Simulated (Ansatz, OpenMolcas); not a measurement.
BH2F (SMILES BF): the energy, rung by rung

BH2F: 4 atoms, total charge 0, spin state singlet. As SMILES, `BF`. The shape is that of a PBE0-D4/def2-TZVP optimisation.

```xyz
4

B    -0.0273   -0.0040   -0.0308
F     1.0612   -0.2967    0.6499
H    -1.0125   -0.6491    0.1862
H     0.0342    0.8896   -0.8256
```

Quantity: the energy change with the B1–H3 bond stretched from 1.197 to 1.497 Å, in eV. The values are calculated.

```tsv
level	kind	program	value (eV)	less FCI/STO-3G	CPU time (all runs)
revPBE/STO-3G (restricted)	GGA	Ansatz	0.87	-0.06	1.1 s
r2SCAN/STO-3G (restricted)	meta-GGA	OpenMolcas	0.97	+0.04	7.7 s
wB97M-V/STO-3G (restricted)	range-separated hybrid	Ansatz	1.03	+0.10	16 s
wB97X/STO-3G (restricted)	range-separated hybrid	Ansatz	1.03	+0.10	4.9 s
B2PLYP/STO-3G (restricted)	double hybrid	OpenMolcas	1.03	+0.10	6.1 s
RPA@PBE/STO-3G (restricted)	RPA	Ansatz	0.88	-0.05	1.6 s
CCSDT/STO-3G (restricted)	coupled cluster or CI	Ansatz	0.93	0.00	0.25 s
CCSDTQ/STO-3G (restricted)	coupled cluster or CI	Ansatz	0.93	0.00	3 s
FCI/STO-3G	exact in the basis	Ansatz	0.93	0.00	0.57 s
```

FCI/STO-3G is exact within its basis and frozen core, so for wave-function methods in that basis the difference is their error; functionals converge differently with the basis, so for them it is only a difference. The first shape isn't each level's own minimum. The values span 0.87 to 1.03 eV. All rows use very small basis sets, so even the best lies far from the true value. Times are those of the runs behind each value, whatever else they computed, on shared processors of several kinds: orders of magnitude only.
